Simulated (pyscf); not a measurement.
HO–Si(OH)(F)–F + H atom (H•) → HO–Si•(OH)–F + hydrogen fluoride (HF) (atom transfer; doublet surface; F–Si broken, F–H formed). Single points on ωB97X-D3(BJ)/def2-SVP structures (PySCF, gas phase). Rate constants from transition-state theory, ωB97M-D3(BJ)/def2-TZVP energies (ideal gas, 1 atm, RRHO with modes under 100 cm⁻¹ raised to 100, one conformer, R ln 2 for chiral ones without a mode under 150 cm⁻¹; no tunnelling), k in cm³ molecule⁻¹ s⁻¹.

| T (K) | 1000/T | log10 k |
|---|---|---|
| 298 | 3.354 | -49.58 |
| 600 | 1.667 | -29.80 |
| 900 | 1.111 | ? |
| 1200 | 0.833 | -19.80 |

Task: Fit an Arrhenius line to the three values, give the activation energy, and predict k at 900 K.

Result: Least squares gives log10 k = -10.03 − 11.80 × 1000/T, so Ea = 11.80 × ln 10 × 1.987 = 54.0 kcal/mol, against an electronic barrier of 52.6. At 900 K the line gives -23.14; the computed value is -23.17 (ΔG‡ = 72.2 kcal/mol), close to the line. On the product side the descent ends in a complex, 5.6 kcal/mol under the separated species and 34.0 kcal/mol under the saddle at ωB97X-D3(BJ)/def2-TZVP. At ωB97X-D3(BJ) the barrier from the zero used here is 56.3 kcal/mol. One saddle was located; it need not be the lowest between these sides. The angle at the transferred F is 147°.
